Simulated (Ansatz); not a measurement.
# SF radical: small, medium and large basis sets

Aim: see how fast density functionals and correlated methods converge with the basis set for SF radical.

Method: one geometry, several basis sets; program: Ansatz 0.2.0, Gaussian basis.

Plan: PBE0-D4/def2-SVP; ωB97M-V/def2-SVP; PBE0-D4/def2-QZVPP; ωB97M-V/def2-QZVPP; CCSD(T)/cc-pV(D+d)Z; CCSD(T)/cc-pV(T+d)Z; CCSD(T)/cc-pV(Q+d)Z; the functionals' def2-TZVPP values are taken from earlier runs.

**1. The relaxed structure**

All runs share one geometry, relaxed beforehand with PBE0-D4 in a triple-zeta def2 set.

SMILES `F[S]`, 2 atoms, charge 0, spin multiplicity 2.

Atoms are counted from 1 here; the program's logs count them from 0.

Bond lengths: F1–S2 1.594 Å.

**2. PBE0-D4 in def2-SVP**

The input, in.yaml:

```yaml
crystal:
  periodic: [false, false, false]
  atoms:
    - {symbol: F, position_ang: [-0.000000, -0.000000, 0.016116]}
    - {symbol: S, position_ang: [0.000000, 0.000000, 1.610414]}
basis:
  gaussian: {orbitals: def2-SVP}
magnetization: {spin_polarized: true, initial_magnetization: 1}
hamiltonian: {xc: pbe0, dispersion: d4}
output: {orbitals: {seedname: orbitals}}
```

On the command line:

```
> ansatz run in.yaml --threads 2 --pin off --events-out ev --progress --plain --max-ram 32768MiB --backend cpu
```

Further steps of the session: ωB97M-V in def2-SVP; PBE0-D4 in def2-QZVPP; ωB97M-V in def2-QZVPP; CCSD(T) in cc-pV(D+d)Z; CCSD(T) in cc-pV(T+d)Z; CCSD(T) in cc-pV(Q+d)Z.

**Question.** What will the summary of the whole plan be? Wanted: MP2 correlation recovered, cc-pV(D+d)Z; MP2 correlation recovered, cc-pV(T+d)Z; MP2 correlation recovered, cc-pV(Q+d)Z; CCSD(T) limit from def2 sets; PBE0-D4: double and triple zeta above quadruple; ωB97M-V: double and triple zeta above quadruple.

As calculated:

```
                                                                 quantity          value
                                   MP2 correlation recovered, cc-pV(D+d)Z         64.0 %
                                   MP2 correlation recovered, cc-pV(T+d)Z         86.0 %
                                   MP2 correlation recovered, cc-pV(Q+d)Z         94.2 %
CCSD(T) limit from def2 sets (earlier runs) less the limit of this series        -51 meV
                          PBE0-D4: double and triple zeta above quadruple  7.90, 0.50 eV
                          ωB97M-V: double and triple zeta above quadruple  7.91, 0.48 eV
```

In words: PBE0-D4 gains 7.39 eV from double to triple zeta, then 0.50 eV more. In cc-pV(D+d)Z MP2 holds 64 % of its limit, in cc-pV(Q+d)Z 94 %, while Hartree-Fock is within 0.113 eV in the largest set. A limit from the def2 sets, made apart, differs by 51 meV, a least measure of the doubt on such a limit. Total energies overstate the basis error of differences, where much of it tends to cancel.
